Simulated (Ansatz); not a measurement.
**AlNH3 (quartet): the correlation ladder at distance Al1–H4 along a hydrogen transfer = 1.991 Å, cc-pVTZ**

The task here is to estimate one member of a computed series from the others.

The runs use Ansatz 0.2.0, Gaussian basis; cc-pVTZ, core rule «outside noble gas», up to 6 orbitals frozen.

To be run: UHF; CCSD(T) on ROHF; CCSD(T) on UHF; BCCD(T) on ROHF; CCSDT(Q) on ROHF; CCSDT(Q) on UHF; CASSCF and NEVPT2, 5 electrons in 5 orbitals.

5 further runs of the same task are left out: 5 for a known fault of the program.

### The system

The geometry derives from fragments relaxed apart (PBE0/def2-TZVP) and kept rigid, so it is no stationary point. A hydrogen atom is moved between rigid fragments.

5 atoms, charge 0, spin multiplicity 4.

Atoms are counted from 1 here; the program's logs count them from 0.

Bond lengths: Al1–H2 1.586 Å, Al1–H3 1.586 Å, H4–N5 1.040 Å. Angles: H2–Al1–H3 120.0°.

Set-up of the first run:

in.yaml

```yaml
crystal:
  periodic: [false, false, false]
  atoms:
    - {symbol: Al, position_ang: [-0.973885, 0.000000, 0.000000]}
    - {symbol: H, position_ang: [-1.766809, 1.373384, 0.000000]}
    - {symbol: H, position_ang: [-1.766809, -1.373384, 0.000000]}
    - {symbol: H, position_ang: [1.017115, 0.000000, 0.000000]}
    - {symbol: N, position_ang: [2.057115, 0.000000, 0.000000]}
basis:
  gaussian: {orbitals: cc-pVTZ}
magnetization: {spin_polarized: true, initial_magnetization: 3}
hamiltonian: {xc: hf}
output: {orbitals: {seedname: orbitals}}
```

Command:

```
> ansatz run in.yaml --threads 1 --pin off --events-out ev --progress --plain --max-ram 2816MiB --backend cpu
```

Among the steps run: UHF; CCSD(T) on ROHF; CCSD(T) on UHF; BCCD(T) on ROHF; CCSDT(Q) on ROHF; CCSDT(Q) on UHF; CASSCF and NEVPT2, 5 electrons in 5 orbitals.

One of the session's tables, all rows but one given; the rest of the session is left out.

```
     method  from UCCSDT(Q) (kcal/mol)
       ROHF                    +169.33
        UHF                    +162.74
       RMP2                          ?
       UMP2                     +28.84
      RCCSD                      +5.02
      UCCSD                      +4.84
   RCCSD(T)                      +0.86
   UCCSD(T)                      +0.81
    BCCD(T)                      +0.87
     RCCSDT                      +0.20
     UCCSDT                      +0.13
  RCCSDT(Q)                      +0.08
  UCCSDT(Q)                          0
CASSCF pair                    +154.59
NEVPT2 pair                     +29.14
```

Estimate the missing values for RMP2.

As computed: from UCCSDT(Q) (kcal/mol): +28.26. In the column «from UCCSDT(Q) (kcal/mol)» it lies between RCCSD (+5.02) and UMP2 (+28.84).

To keep in mind: Restricted and unrestricted rows rest on different reference determinants; where their highest levels disagree by more than a few hundredths of an eV, they describe different states and don't form one ladder.
